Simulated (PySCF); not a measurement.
Compound: OF2.
Atom-mapped SMILES: `[F:1][O:2][F:3]`

The same species was optimised twice, with GFN2-xTB and with PBE0-D3(BJ)/def2-SVP (PySCF), and the same property calculations (PySCF, gas phase) were run on both structures.

```
  coordinate  GFN2-xTB  PBE0-D3(BJ)/def2-SVP  change
   O2–F3 (Å)     1.366                 1.379  +0.013
   F1–O2 (Å)     1.366                 1.379  +0.013
F1–O2–F3 (°)     106.0                 104.0    -2.0
```

Rotational constants: A = 66401, B = 11178, C = 9567 MHz (GFN2-xTB) against A = 62307, B = 11259, C = 9536 MHz (PBE0-D3(BJ)/def2-SVP). Point groups within 0.08 Å: C2v and C2v.

On the GFN2-xTB structure: HOMO (eV) -9.54 [PBE0/pcSseg-1]; LUMO (eV) -1.78 [PBE0/pcSseg-1]; dipole (D) 0.23 [PBE0/pcSseg-1]; GIAO shielding of F1/F3 (mean) (ppm) 30.7 [PBE0/pcSseg-1]; GIAO shielding of O2 (ppm) -430.7 [PBE0/pcSseg-1].

Task: What do these properties become on the PBE0-D3(BJ)/def2-SVP structure?

Result: 
```tsv
property	level	on GFN2-xTB	on PBE0-D3(BJ)/def2-SVP	change
HOMO (eV)	PBE0/pcSseg-1	-9.54	-9.65	-0.11
LUMO (eV)	PBE0/pcSseg-1	-1.78	-1.96	-0.18
dipole (D)	PBE0/pcSseg-1	0.23	0.28	+0.05
energy, GFN2-xTB geometry as zero (kcal/mol)	PBE0/pcSseg-1	0.0	-0.5	-0.5
GIAO shielding of F1/F3 (mean) (ppm)	PBE0/pcSseg-1	30.7	5.1	-25.6
GIAO shielding of O2 (ppm)	PBE0/pcSseg-1	-430.7	-466.6	-35.9
```

The heavy atoms differ by 0.013 Å rms after alignment. Among all bonds F1–O2 and O2–F3 change most and about equally (+0.013 Å). Changes are differences of the printed values. Neither structure is proved a minimum here.
